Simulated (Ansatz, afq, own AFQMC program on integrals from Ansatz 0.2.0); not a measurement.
# HfB, sextet → HfB⁺, septet

```yaml
atoms:
  - { symbol: Hf, position_ang: [0.0000, 0.0000, 0.0000] }
  - { symbol: B, position_ang: [0.0000, 0.0000, 2.1360] }
```

E(septet, charge +1) − E(sextet, charge +0) at this geometry, on UHF and UHF determinants.

Basis def2-TZVPP with its core potentials. Noble-gas cores (and the filled d shells of Ga–Kr and In–Xe) are frozen. Ansatz 0.2.0 and our own AFQMC program on the same integrals; the CISD trial comes from CCSD amplitudes, and released means the phaseless constraint is let go. Error bars are statistical, one sigma. No spin–orbit coupling. The metal's outer-core s and p shells are frozen, which shifts wave-function levels against functionals. The errors of all members are added in quadrature.

No full CI on the walks' own integrals is used here; CCSDT(Q) serves as the reference and is uncertain by about the last step of the cluster series. Each member takes its own surest rung, up to full CI.

Errors are counted within def2-TZVPP, not against nature.

Cautions: no spin-orbit coupling; outer-core shells of the metal frozen; HfB (sextet): another spin lies lower, raised T1 diagnostic (T1 0.048, weight of the determinant 0.87, largest double 0.05), (T) is large, 7 % of the CCSD correlation, the released energies are still falling, so no released level is given (meV from the phaseless value at times in 1/Eh: -16.4 ± 2.3 at 0.24, -27 ± 3 at 0.50, -40 ± 7 at 1.00, -65 ± 8 at 1.50), its ph-AFQMC/CISD value lies 92 ± 3 meV above CCSDT(Q); HfB⁺ (septet): another spin lies lower, its ph-AFQMC/CISD value lies 23 ± 4 meV above CCSDT(Q); this isn't the first ionization.

```csv
level,vertical ionization energy (kJ/mol)
HF,774.7
CCSD,964.4
```

Question: From these cheaper values, estimate the vertical ionization energy at the reference level in def2-TZVPP.

Answer: 986.7 kJ/mol (CCSDT(Q) in def2-TZVPP).

```json
{"level": "MP2", "vertical ionization energy (kJ/mol)": "952.3", "error against CCSDT(Q) (kJ/mol)": "-34.3"}
{"level": "CCSD(T)", "vertical ionization energy (kJ/mol)": "983.0", "error against CCSDT(Q) (kJ/mol)": "-3.6"}
{"level": "CCSDT", "vertical ionization energy (kJ/mol)": "984.8", "error against CCSDT(Q) (kJ/mol)": "-1.8"}
{"level": "ph-AFQMC/CISD", "vertical ionization energy (kJ/mol)": "980.0 ± 0.4", "error against CCSDT(Q) (kJ/mol)": "-6.7 ± 0.4"}
```

Correlation beyond CCSD(T) adds 3.6 kJ/mol. The perturbative (T) step is worth +18.6 kJ/mol.

A walk keeps the symmetry of its determinant, which the program's search chose and which needn't be the lowest solution, so a lower state of the same spin and another symmetry isn't excluded.
